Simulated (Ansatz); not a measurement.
This Ansatz (a program for electronic structure) input (wB97M-V/def2-TZVPPD) gives -1.16137 Eh with 34 basis functions. A basis named .json is the Basis Set Exchange file of that set (core-valence sets with the plain set on hydrogen).

Ansatz 0.2 input:
```yaml
crystal:
  periodic: [false, false, false]
  atoms:
    - {symbol: H, position_ang: [-0.00000000, -0.00000000, -0.37201156]}
    - {symbol: H, position_ang: [0.00000000, 0.00000000, 0.37201156]}
basis:
  gaussian:
    orbitals: def2-TZVPPD.json
hamiltonian:
  xc: {name: wB97M-V}
magnetization: {spin_polarized: false}
```

Change:
```diff
- orbitals: def2-TZVPPD.json
+ orbitals: 6-311G__.json
```

Task: What does the run give now?

Result: -1.16061 Eh (wB97M-V/6-311G**, 12 functions), a change of +0.76 mEh.
